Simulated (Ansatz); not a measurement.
# H3MgSi: the cost of one run

Method: CAM-B3LYP-D4/def2-SVP, unrestricted; program: Ansatz 0.2.0, Gaussian basis.

## (1) Where the work starts

SMILES `[MgH][SiH2]`, 5 atoms, charge 0, spin multiplicity 2.

Atoms are counted from 1 here; the program's logs count them from 0.

Bond lengths: Mg1–Si2 2.457 Å, Mg1–H3 1.717 Å, Si2–H4 1.502 Å, Si2–H5 1.505 Å. Angles: Si2–Mg1–H3 146.2°, Mg1–Si2–H4 110.6°, Mg1–Si2–H5 107.6°, H4–Si2–H5 96.9°.

Coordinates:

```
Mg    0.15836   -0.96617    1.11782
Si   -0.68229    0.97619   -0.13090
H     1.28210   -2.26332    1.14984
H    -1.26647    0.54624   -1.44571
H     0.50830    1.70705   -0.69106
```

## (2) The run

Input file md/in.yaml:

```yaml
crystal:
  periodic: [false, false, false]
  atoms:
    - {symbol: Mg, position_ang: [0.158360, -0.966170, 1.117820]}
    - {symbol: Si, position_ang: [-0.682290, 0.976190, -0.130900]}
    - {symbol: H, position_ang: [1.282100, -2.263320, 1.149840]}
    - {symbol: H, position_ang: [-1.266470, 0.546240, -1.445710]}
    - {symbol: H, position_ang: [0.508300, 1.707050, -0.691060]}
basis:
  gaussian: {orbitals: def2-SVP}
magnetization: {spin_polarized: true, initial_magnetization: 1}
hamiltonian: {xc: {name: CAM-B3LYP}, dispersion: d4}
md: {n_steps: 80, timestep: 0.75, temperature: 100, ensemble: nvt_nose_hoover, seed: 423, initial_velocities: maxwell_boltzmann}
```

On the command line:

```bash
$ ansatz run in.yaml --threads 2 --pin off --events-out ev --progress --plain --max-ram 3481MiB
```

What time and memory should one allow on 2 threads of AMD EPYC 7B13, shared host?

About 81 s, with a peak of 0.15 GiB.
